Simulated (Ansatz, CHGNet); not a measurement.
**Ladder of methods for the lattice parameter a of tetradymite Bi2Se3**

Reference value: 4.143 Å (measured, temperature not stated, no zero-point or thermal correction; as tabulated in Luo et al. (2012), arXiv:1308.1523).

| level (code) | value (Å) | difference (%) |
|---|---|---|
| CHGNet-r²SCAN (CHGNet) | 4.285 | +3.43 |
| PBE (Ansatz) | 4.190 | +1.13 |
| rVV10 (Ansatz) | 4.232 | +2.15 |
| r²SCAN+rVV10 (Ansatz) | 4.144 | +0.02 |
| HSE06 (Ansatz) | 4.145 | +0.05 |

The reference's temperature isn't stated, so close values are not ranked against it. Off by more than 1.25 % (a bound picked here): CHGNet-r²SCAN (+3.43 %), rVV10 (+2.15 %).

The measured value isn't corrected to a static lattice, so vibrations enter the comparison. A static lattice is as a rule a little smaller than the measured one.  Density-functional levels without +SOC have no spin–orbit coupling. PBE, HSE06: the cell comes from a level without a dispersion term, which matters for the spacing of layers, chains or molecules. Cutoffs and k meshes differ between the levels. Ansatz's density-functional and Hartree–Fock values are scalar-relativistic unless marked +SOC, with PAW data made under PBE.

Machine-learned potentials (CHGNet-r²SCAN) are trained on DFT data, which may include these solids.

Differences are worked out from the printed values.

Ansatz is a program for electronic structure.
